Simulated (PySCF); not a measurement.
Process, species as SMILES: C#CC → C1=CC1
B3LYP-D3(BJ)/def2-TZVP geometries, fixed; electronic energies without zero-point terms.
Largest species:
```xyz
7

C     -0.0011    -0.0004     0.2181
C     -0.0068    -0.0029     1.4176
C      0.0060     0.0025    -1.2360
H     -0.0119    -0.0051     2.4795
H      0.0152     1.0232    -1.6237
H      0.8874    -0.5130    -1.6226
H     -0.8790    -0.5002    -1.6311
```

Effect of the atomic grid (radial, angular points) at r2SCAN/def2-SVP with PySCF, against the last row, where the isomerisation energy is 18.38 kcal/mol. Cost is core time over that of atom_grid: 30, 110, unpruned, rough, on shared machines of one kind.

```
setting                        grid points, largest species  largest shift of a total energy (mEh)  shift of the isomerisation energy (kcal/mol)  cost
-----------------------------  ----------------------------  -------------------------------------  --------------------------------------------  ----
atom_grid: 30, 110, unpruned                          23104                                 -1.379                                        -0.128    1×
atom_grid: 50, 194, unpruned                          67904                                  0.052                                         0.021    2×
atom_grid: 75, 302, unpruned                         158552                                 -0.005                                        -0.002    3×
atom_grid: 99, 590, unpruned                         408872                                 -0.010                                        -0.001    7×
atom_grid: 150, 974, unpruned                       1022704                                  0.000                                         0.000   20×
```

Within 0.1 kcal/mol in the isomerisation energy: atom_grid: 50, 194, unpruned; atom_grid: 75, 302, unpruned; atom_grid: 99, 590, unpruned. The largest shift is 1.379 mEh in a total energy and 0.128 kcal/mol in the difference.
